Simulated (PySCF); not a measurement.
# Static response to an electric field

Compound: P2H4.
Cartesian coordinates in Å at the GFN2-xTB level; atoms count from 1:
```
atom  x, y, z in Å
P1     0.4975    0.9021   -0.3160
P2    -0.4969   -0.9046    0.3037
H3     1.3561    0.9190    0.7839
H4     1.4368    0.2310   -1.0995
H5    -1.3636   -0.9153   -0.7900
H6    -1.4268   -0.2303    1.0963
```

Level: wB97X-D/def2-SVPD (PySCF), static field, nuclei fixed, core orbitals frozen in the response. The polarisability tensor in these axes (au):

```
x   53.65  9.16 -3.07
y    9.16 60.01 -4.44
z   -3.07 -4.44 48.34
```

**Question.** Diagonalise the tensor; give its mean and Δα, where Δα² is half the sum of the squared differences of the eigenvalues.

**Answer.** Principal values 46.85, 47.15 and 68.00 au; mean 54.00 au = 8.00 Å³ = 8.90 × 10⁻⁴⁰ C²·m²/J; Δα = 21.01 au (39 % of the mean).

**Question.** What is the dipole moment?

**Answer.** 0.00 D; point group C2h allows none.

**Question.** Estimate the molar refractivity from the static electronic polarisability.

**Answer.** Lorentz–Lorenz: R = (4π/3)N_A α = 2.5225 cm³/(mol·Å³) × 8.00 Å³ = 20.2 cm³/mol, in the limit of long wavelengths.

**Question.** Refractivity n − 1 of an ideal gas of it at 400 K and 1 atm, from the electronic α?

**Answer.** N = p/kT = 1.8347 × 10¹⁹ cm⁻³, so n − 1 = 2π × N × 8.00 × 10⁻²⁴ cm³ = 922 × 10⁻⁶ at long wavelengths.

**Question.** Rayleigh depolarisation ratio (linearly polarised light, static tensor)?

**Answer.** ρ = 3Δα²/(45ᾱ² + 4Δα²) = 1323.7/(131217 + 1764.9) = 0.00995.

**Question.** What are the principal values of the traceless quadrupole moment, Θ = ½Σq(3rr − r²1), about the centre of nuclear charge?

**Answer.** -6.29, 3.13, 3.15 D·Å. With no charge and no dipole, the values don't depend on the origin. The electronic extent ⟨r²⟩ about the same centre is 237 bohr², a root-mean-square distance of 1.40 Å for the 34 electrons.

**Question.** In TDDFT the mean static polarisability is Σ f/ω² over all singlet excitations (ω in hartree). How much of it do the 8 lowest give? Their energies (eV) and oscillator strengths: 6.01, 0.2291; 6.02, 0.0024; 6.38, 0.0000; 6.43, 0.0261; 7.83, 0.0890; 7.97, 0.0000; 8.38, 0.0000; 8.68, 0.1498.

**Answer.** They add up to 7.77 au, 14.4 % of the 54.00 au; the largest single term is 4.70 au, from the state at 6.01 eV. Terms in order: 4.70, 0.05, 0.00, 0.47, 1.08, 0.00, 0.00, 1.47 au. Higher excitations give the rest. The strengths listed sum to 0.496.

The structure is a single GFN2-xTB conformer in the gas phase; no vibrational or solvent corrections.
